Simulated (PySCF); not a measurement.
From a raw peak list to a structure

Formula C$_{4}$H$_{7}$F. The spectrum was simulated from the full spin Hamiltonian at 700 MHz with 0.8 Hz Lorentzian lines, from shifts rounded to 0.01 ppm and J to 0.1 Hz, couplings under 1 Hz left out.

Maxima in ppm (height), grouped by integral:
1H: 6.652 (7), 6.649 (16), 6.646 (21), 6.643 (16), 6.640 (7), 6.520 (7), 6.517 (16), 6.514 (21), 6.511 (16), 6.508 (7)
3H: 1.715 (98), 1.712 (100), 1.708 (100), 1.705 (98)
3H: 1.575 (98), 1.572 (99), 1.568 (99), 1.565 (98)

$^{13}$C{$^{1}$H} NMR (computed): δ 151.6 (d, J = 328.1 Hz), 119.9 (d, J = 5.1 Hz), 19.3 (d, J = 3.2 Hz), 15.3 (d, J = 6.8 Hz).

- GIAO PBE0/pcSseg-1 shieldings
- B3LYP/pcJ-1 coupling constants (spin–dipole term only in couplings to heteroatoms)
- structure optimised with PBE0-D3(BJ)/def2-SVP
- code: PySCF 2.14
- one computed conformer, no relativistic terms, gas phase, one averaged value for each set of equivalent atoms

Chemical shifts δ = σref − σ; TMS for $^{1}$H (σ = 31.27 ppm) and $^{13}$C (σ = 184.41 ppm), all at this level.

Problem. Analyse the multiplets.

Solution. $^{1}$H NMR (700 MHz, computed): δ 6.58 (d of sept, J = 92.9, 2.1 Hz, 1H), 1.71 (dd, J = 4.6, 2.1 Hz, 3H), 1.57 (dd, J = 5.3, 2.1 Hz, 3H). These are first-order names from the parameters used; overlap and second-order distortion can hide them in the list.

Problem. What is the compound?

Solution. SMILES CC(C)=CF.

Mapped SMILES: `[CH3:1][C:2]([CH3:3])=[CH:4][F:5]`; H(Xn) means a hydrogen on atom n.

δ 6.58: H(C4), hydrogen on an alkene CH, coupled to F5 (92.9 Hz), H(C1) and H(C3) (2.1 Hz). δ 1.71: H(C3), hydrogen on an allylic methyl carbon, coupled to F5 (4.6 Hz), H(C4) (2.1 Hz). δ 1.57: H(C1), hydrogen on an allylic methyl carbon, coupled to F5 (5.3 Hz), H(C4) (2.1 Hz).

The data come from this structure; uniqueness wasn't tested.

Common functionals overestimate the size of one-bond C–F couplings by tens of Hz; these are unscaled. Multiplet labels drop couplings under 1 Hz and merge nearly equal ones. Shifts are as computed. Against solution values, carbons near 30 ppm lie about +2 ppm off and those near 130 ppm about +5 ppm. Of 1211 compounds with measured shifts, 218 miss one by over three times the rms of a fit or turn the order of signals round; such compounds aren't used in these exercises.
